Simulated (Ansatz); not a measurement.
The first iterations of a band of CH4 + ClHSi (8 atoms, charge 0, multiplicity 1).

Theory: RKS CAM-B3LYP/6-31G* in Ansatz.

| Item | Value |
| --- | --- |
| movable images | 7 |
| climbing image | yes |
| spring | 5.0 eV/Å² |
| optimiser | quadratic models (default) |
| start path | through a guess of the saddle point |
| force threshold | 0.05 eV/Å |
| iteration limit | 60 |
| end points | relaxed |

Initial state:

```xyz
8
Properties=species:S:1:pos:R:3
Si -0.443 -2.048 -0.701
Cl 1.265 -2.787 0.265
H -0.381 0.870 -0.926
C 0.070 1.304 -0.028
H -1.180 -1.703 0.586
H 0.808 0.622 0.403
H -0.709 1.508 0.709
H 0.569 2.234 -0.307
```

Final state:

```xyz
8
Properties=species:S:1:pos:R:3
Si -0.311 -0.736 -0.310
Cl 1.339 -1.991 -0.449
H -0.886 -0.618 -1.670
C 0.210 0.925 0.358
H -1.289 -1.400 0.582
H 0.663 0.829 1.349
H -0.661 1.583 0.445
H 0.934 1.407 -0.305
```

| iteration | highest image above the first end (eV) | largest band force component (eV/Å) |
| --- | --- | --- |
| 1 | 1.966 | 6.638 |
| 2 | 1.343 | 2.629 |
| 3 | 1.466 | 1.330 |

Problem. Does the band converge within its limit, and where does its top end?

Solution. The run converged. It ended after 9 iterations with the highest image 1.586 eV above the first end. Neighbouring images differ by up to 1.6 eV, so the band resolves the path poorly. A vibrational analysis at the climbing image gives one clearly imaginary mode, 1361i cm⁻¹: a first-order saddle point. The orbitals stay closed-shell, which can raise the energy where a bond breaks towards radicals; this wasn't checked here.

Time of the run: 67 s on 2 threads of Intel(R) Xeon(R) 6975P-C (Granite Rapids) (shared host), peak memory 0.15 GiB.
